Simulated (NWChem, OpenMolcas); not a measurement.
## How basis sets differ on SiN2H5 (SMILES N[SiH]N)

SiN2H5: 8 atoms, total charge 0, spin state doublet. As SMILES, `N[SiH]N`. Geometry: relaxed at PBE0-D4/def2-TZVP. This is one conformer, not always the lowest.

```xyz
8

N    -1.0270    0.6221   -0.7683
Si    0.5277    0.5799   -0.0507
N     0.7895   -1.0526    0.4251
H    -1.8179    0.1445   -0.3646
H    -1.2966    1.3494   -1.4068
H     0.7164    1.3541    1.2251
H     0.7308   -1.7940   -0.2552
H     1.4689   -1.2605    1.1395
```

Each level gives the dipole moment (D). The values are calculated.

```
                            level          kind     program  value (D)  CPU time
           ROHF/ANO-RCC-MB (DKH2)  Hartree–Fock  OpenMolcas       0.71     5.7 s
            ROHF/ANO-XS-MB (DKH2)  Hartree–Fock  OpenMolcas       1.00     2.8 s
                       UHF/STO-3G  Hartree–Fock      NWChem       1.15     1.4 s
                        UHF/3-21G  Hartree–Fock      NWChem       0.77     2.7 s
ROHF/ANO-R1 (sfX2C, RICD fitting)  Hartree–Fock  OpenMolcas       0.73      10 s
                    UHF/def2-SVPD  Hartree–Fock  OpenMolcas       0.82      15 s
```

The values span 0.71 to 1.15 D. Magnitudes only. Sets without polarisation functions give poor dipoles. Times are those of the runs behind each value, whatever else they computed, on shared processors of several kinds: orders of magnitude only.
